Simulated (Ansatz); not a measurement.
System: rock-salt BaTe. Method: PBEsol-D3(BJ) (Ansatz, a program for electronic structure, PAW).

Settings: plane-wave cutoff 520 eV, 8×8×8 k mesh, Fermi–Dirac smearing 0.01 eV, scalar-relativistic PAW data made under PBE.

Equation-of-state points:

| V (Å³/atom) | E − E_lowest (meV/atom) | P (GPa) |
|---|---|---|
| 37.590 | 17.98 | 2.535 |
| 38.390 | 7.71 | 1.598 |
| 39.190 | 1.86 | 0.757 |
| 39.989 | 0.00 | 0.003 |
| 40.789 | 1.71 | -0.674 |
| 41.589 | 6.62 | -1.282 |
| 42.389 | 14.40 | -1.827 |

Estimate the bulk modulus and its pressure derivative from these points.

V0 = 39.993 Å³/atom, B0 = 35.7 GPa, B′ = 4.4 (fit to the energies at full precision).

Measured, for comparison: equilibrium volume per atom 43.00 Å³/atom (room temperature, no zero-point or thermal correction; as tabulated in Lucero et al. (2012), arXiv:1111.4515). Computed (rounded) less measured: equilibrium volume per atom -7.0 %.

Spin–orbit coupling is not included.
